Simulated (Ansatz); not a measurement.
**Relative stability**

The two ends of one reaction step of CH6AlF, closed shell (PBE0-D4/def2-TZVP).

A:

```xyz
9
angstrom
Al -0.1092 -1.4972 0.2187
C 0.0455 1.2451 -0.1852
H -0.9246 -1.6283 -1.1244
H -0.7400 -1.4400 1.6639
H 0.9428 0.6276 -0.3000
F 1.5316 -1.7155 0.1300
H 0.3589 2.1894 0.2589
H -0.6939 0.8076 0.4966
H -0.4110 1.4113 -1.1584
```

B:

```tsv
atom	x (Å)	y (Å)	z (Å)
Al1	-0.4716	-0.9166	0.1807
C2	-0.3579	1.0458	-0.0063
H3	-1.0413	-1.7667	-1.0366
H4	-0.4421	-1.5461	1.6409
H5	1.8128	-0.1500	-0.3923
F6	1.6090	-1.0510	-0.2736
H7	0.3148	1.5223	0.7165
H8	-1.3456	1.4820	0.1826
H9	-0.0780	1.3803	-1.0121
```

Program: Ansatz 0.2.0. Basis: def2-TZVPP. Cores are frozen in the correlated methods. B3LYP uses VWN-RPA correlation.

Problem. Which structure is lower at CCSD(T), and by how much? (To be estimated.)

Solution. By the calculation: A, by 1.756 eV (electronic energy, against the other). By their contacts, A is a complex of AlH₂F ([F][AlH2]) + CH₄ and B is CH₆AlF ([CH3][AlH2][FH]).

All methods give the same order:

```csv
method,E(B) − E(A) (eV)
SPW92,1.599
PBE-D4,1.699
BLYP-D4,1.832
r2SCAN-D4,1.770
B97M-V,1.787
PBE0-D4,1.704
B3LYP-D4,1.828
r2SCAN0-D4,1.761
BHLYP-D4,1.851
CAM-B3LYP-D4,1.822
wB97X-V,1.771
wB97M-V,1.746
B2PLYP,1.827
PBE-QIDH,1.738
RPA on PBE,1.745
HF,1.925
MP2,1.777
CCSD,1.779
CCSD(T),1.756
```

The T1 diagnostic stays at or below 0.011.

Labels in which every atom is bracketed show which atoms are joined, not bond orders.

For scale, one of the runs: CCSD(T)/def2-TZVPP, 188 basis functions (an equivalent command: `ansatz run in.yaml --threads 2`). Time: 100 s of wall clock on 2 CPU threads; the host was shared. Peak host memory: 2 GiB.
